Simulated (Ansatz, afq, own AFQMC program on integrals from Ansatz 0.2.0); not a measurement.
## C$_{2}$H$_{4}$Br$_{2}$Si, triplet in def2-SVP, levels against AFQMC with the constraint released

```tsv
atom	x (Å)	y (Å)	z (Å)
C	0.1515	0.7413	1.4336
C	-0.4455	-0.1122	0.5933
Si	0.1778	-0.3655	-1.1321
Br	0.7511	-2.4937	-1.4308
Br	-1.4092	0.1563	-2.6006
H	1.0311	1.3266	1.1416
H	-0.2112	0.8960	2.4558
H	-1.3237	-0.6777	0.9281
H	1.3666	0.4827	-1.4059
```

Basis def2-SVP. Noble-gas cores (and the filled d shells of Ga–Kr and In–Xe) are frozen. AFQMC by an in-house program on the Cholesky factors that Ansatz 0.2.0 writes for its CCSD(T) run. ph-AFQMC/CISD is guided by a CISD state made of CCSD amplitudes; releasing the constraint for a short imaginary time cuts its bias at the price of noise, slowly where states lie close. ± is one standard error of the sampling. No spin–orbit coupling.

Determinant: UHF, the one that the program's search chose, which needn't be the lowest solution. The geometry is a PBE0/def2-SVP stationary point of this or a neighbouring charge and spin state.

No full CI on the walks' own integrals is used here. The released AFQMC energy serves as the reference, which it does only where one determinant dominates, the energy is flat over the last release times and near the phaseless one (40 meV or 2 meV an electron, half that with transition metals). On small molecules, where full CI could be run and the noise was under 10 meV, such values lay within 10 meV of it in 19 cases of 20, a flattering rate, since the rule was set on those same cases; what remains of the bias isn't in the error bar.

Cautions: no relativity below Rb; no spin-orbit coupling; inner d shell frozen; another spin lies lower (by 4.39 eV); the released value is read at 0.90 1/Eh with a noise of 15 meV, more than in the cases checked (meV from the phaseless value at times in 1/Eh: -10 ± 13 at 0.21, -5 ± 12 at 0.42, -14 ± 9 at 0.63, -6 ± 15 at 0.90).

* T1 diagnostic: 0.0118
* weight of the determinant in the CISD state: 0.780
* ⟨S²⟩ of the determinant: 2.018
* size of the correlated space: 30 electrons in 95 orbitals

Task: Estimate: order these by the size of their error in total energy against AFQMC with the constraint released, smallest first.
A. phaseless AFQMC with a CISD trial
B. CCSD
C. MP2
D. CCSD(T)

Result: A (6.3 ± 17.0 meV), D (81.5 ± 14.7 meV), B (523.8 ± 14.7 meV), C (2170.9 ± 14.7 meV).

Reference: AFQMC with the constraint released, correlation energy -17.108 ± 0.015 eV.

Released energies are given only where the last usable release times agree within the noise; a slower fall can still hide under it.
